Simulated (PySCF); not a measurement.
# Basis-set dependence of population analyses: PH3

Compound: PH3.
Geometry (PBE0-D3(BJ)/def2-SVP, Å), atoms numbered from 1 in this order:
```
atom  x, y, z in Å
P1     0.0256   -0.0410    0.4763
H2    -0.5990    1.0211   -0.2472
H3     1.1993   -0.0042   -0.3374
H4    -0.5896   -1.0495   -0.3272
```

PBE0 throughout (PySCF), one geometry, spherical d and f functions. Isolated species at its PBE0-D3(BJ)/def2-SVP geometry, gas phase. Atoms taken as equivalent share a column and are averaged.

Mulliken charges (e):

```
      basis  functions      P1  H2/H3/H4
   pcSseg-0         19  -0.231    +0.077
    cc-pVDZ         33  -0.083    +0.028
aug-cc-pVDZ         54  -0.846    +0.282
   IGLO-III         74  +0.213    -0.071
    cc-pVTZ         76  -0.120    +0.040
   pcSseg-3        175  +0.012    -0.004
```

IAO charges (e):

```json
{"basis": "pcSseg-0", "functions": "19", "P1": "-0.055", "H2/H3/H4": "+0.018"}
{"basis": "cc-pVDZ", "functions": "33", "P1": "+0.010", "H2/H3/H4": "-0.003"}
{"basis": "aug-cc-pVDZ", "functions": "54", "P1": "-0.005", "H2/H3/H4": "+0.002"}
{"basis": "IGLO-III", "functions": "74", "P1": "+0.025", "H2/H3/H4": "-0.008"}
{"basis": "cc-pVTZ", "functions": "76", "P1": "+0.010", "H2/H3/H4": "-0.003"}
{"basis": "pcSseg-3", "functions": "175", "P1": "+0.019", "H2/H3/H4": "-0.006"}
```

Hirshfeld charges (e):

| basis | functions | P1 | H2/H3/H4 |
| --- | --- | --- | --- |
| pcSseg-0 | 19 | +0.028 | -0.009 |
| cc-pVDZ | 33 | +0.036 | -0.012 |
| aug-cc-pVDZ | 54 | +0.037 | -0.012 |
| IGLO-III | 74 | +0.036 | -0.012 |
| cc-pVTZ | 76 | +0.035 | -0.012 |
| pcSseg-3 | 175 | +0.037 | -0.012 |

Which scheme is steadiest as the basis changes?

Largest range over the bases for any column: Hirshfeld 0.01 e, IAO 0.08 e, Mulliken 1.06 e. Hirshfeld charges move least and Mulliken charges most, counted in e.

How much do the charges still move between the two largest bases, cc-pVTZ and pcSseg-3?

At most, over all atoms: Mulliken 0.132 e, IAO 0.009 e, Hirshfeld 0.002 e.

What do the same runs give for the total energy, the frontier levels and the dipole moment?

| basis | energy (Eh) | HOMO (eV) | LUMO (eV) | μ (D) |
| --- | --- | --- | --- | --- |
| pcSseg-0 | -342.5811 | -7.69 | 1.32 | 1.68 |
| cc-pVDZ | -343.0031 | -7.77 | 1.15 | 0.83 |
| aug-cc-pVDZ | -343.0053 | -7.88 | -0.16 | 0.68 |
| IGLO-III | -343.0157 | -7.81 | 0.95 | 0.61 |
| cc-pVTZ | -343.0197 | -7.87 | 0.83 | 0.69 |
| pcSseg-3 | -343.0283 | -7.90 | 0.22 | 0.64 |

The dipole is fixed by the density alone, so its range of 1.07 D shows that the density itself changes with the basis, not only its division among atoms.
